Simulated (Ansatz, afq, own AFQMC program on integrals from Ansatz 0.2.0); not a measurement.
# BH2⁺, singlet: AFQMC among the cluster methods

```yaml
atoms:
  - { symbol: B, position_ang: [0.0000, 0.0000, 0.9753] }
  - { symbol: H, position_ang: [0.0000, 0.0000, -3.1297] }
  - { symbol: H, position_ang: [0.0000, 0.0000, 2.1545] }
```

Basis cc-pVDZ. Noble-gas cores (and the filled d shells of Ga–Kr and In–Xe) are frozen. AFQMC by an in-house program on the Cholesky factors that Ansatz 0.2.0 writes for its CCSD(T) run. ph-AFQMC/CISD is guided by a CISD state made of CCSD amplitudes; releasing the constraint for a short imaginary time cuts its bias at the price of noise, slowly where states lie close. Uncertainties: one standard error, sampling alone.

Determinant: UHF, the one that the program's search chose, which needn't be the lowest solution. The geometry is a point of a scan.

Full CI on the same integrals is exact in this basis and with this determinant's frozen core.

Cautions: unrestricted determinant spin contaminated (⟨S²⟩ 1.00 against 0.00); the next higher spin lies close (full CI puts it 10 meV above); walk and cluster series may follow different spin states.

```
T1 diagnostic                               : 0.0154
weight of the determinant in the CISD state : 0.965
⟨S²⟩ of the determinant                     : 1.002
size of the correlated space                : 4 electrons in 23 orbitals
```

Reference: full CI, correlation energy -1.232 eV. The released energy is read at 2.40 1/Eh (meV from the phaseless value at times in 1/Eh: -2.1 ± 0.8 at 0.24, -1.3 ± 1.2 at 0.51, -3.6 ± 0.8 at 0.99, -3.6 ± 1.1 at 1.62, -1 ± 3 at 2.40). The cautions show a poor starting determinant, so the rows tell how each method copes with it here, and full CI is the sure value.

```
         level  E − E(reference) (kJ/mol)  share of correlation (%)
            HF                      118.9                      0.00
           MP2                       38.0                     68.00
          CCSD                        2.5                     97.92
       CCSD(T)                        1.2                     99.03
         CCSDT                        0.3                     99.71
      CCSDT(Q)                        0.3                     99.76
 ph-AFQMC/CISD                -0.2 ± 0.09                    100.13
released AFQMC                 -0.3 ± 0.3                    100.25
```

CCSDT and higher add their correlation energy to the determinant of the CCSD(T) run, since their own runs factorise the integrals more tightly (a shift of under 2 meV). A walk keeps the symmetry of its determinant, which the program's search chose and which needn't be the lowest solution, so a lower state of the same spin and another symmetry isn't excluded. Released energies are given only where the last usable release times agree within the noise; a slower fall can still hide under it.
